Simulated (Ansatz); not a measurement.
A made-up structure of CH2OSi, closed shell:

C1  (-0.860, -0.307, 0.764)
Si2  (0.498, 0.255, -0.241)
O3  (1.383, -0.911, -0.688)
H4  (-1.805, -0.746, 0.440)
H5  (-0.710, -0.301, 1.814)
(Å)

It is relaxed with PBE-D4/def2-SVP and then PBE0-D4/def2-TZVP (Ansatz 0.2.0). Atoms count as bonded within 1.22 times the sum of their covalent radii (H–H: 0.88 Å). The end point is not checked to be a true minimum.

Task: Does its bonding change? (A judgement: the text doesn't fix the answer.)

Result: Computed: No: no bond forms or breaks.

Where it ends: The first stage lowers the energy by 1.51 eV in 9 steps. It ends as CH₂OSi ([CH2][Si][O]):
```xyz
5
angstrom
C -0.9163 -0.3618 0.8527
Si 0.4533 -0.4485 -0.1130
O 1.6849 -0.5190 -0.9833
H -1.8930 -0.5417 0.4250
H -0.8226 -0.1395 1.9068
```

Labels in which every atom is bracketed show which atoms are joined, not bond orders.

For scale, one of the runs: PBE0-D4/def2-TZVP relaxation, 111 basis functions, launched by `ansatz run in.yaml --threads 2 --pin off --events-out ev --progress --plain --max-ram 4352MiB`. The run took about 16 s on 2 CPU threads of an Arm Neoverse V1 (shared host).
